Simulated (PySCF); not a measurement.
Gas-phase reaction: HBNH + 2 H = BH + NH3

Method: PySCF energies (xtb for GFN2) plus ideal-gas RRHO corrections (1 bar). † marks an energy on the PBE0/def2-TZVP geometry and frequencies; other levels use their own. CCSD(T) freezes the core. Open shells (unrestricted): H (multiplicity 2); the rest are closed-shell singlets. GFN2 has no spin-polarisation term. HBNH: computed as isolated molecules; such fragments, hydroxides, amides, oligomers or adducts are transient or little studied in the gas. CCSD(T) isn't extrapolated to the basis-set limit.

```tsv
level	ΔH°(298 K), kJ
CCSD(T)/def2-SVP†	___
GFN2-xTB	___
HF/def2-TZVP†	-20
PBE/def2-SVP	-8
PBE0/def2-TZVP	-47
r2SCAN/def2-TZVP†	-39
ωB97X-V/def2-TZVP†	___
```

Problem. Complete the blanks.

Solution. 
- CCSD(T)/def2-SVP†, ΔH°(298 K), kJ: -51
- GFN2-xTB, ΔH°(298 K), kJ: -47
- ωB97X-V/def2-TZVP†, ΔH°(298 K), kJ: -71
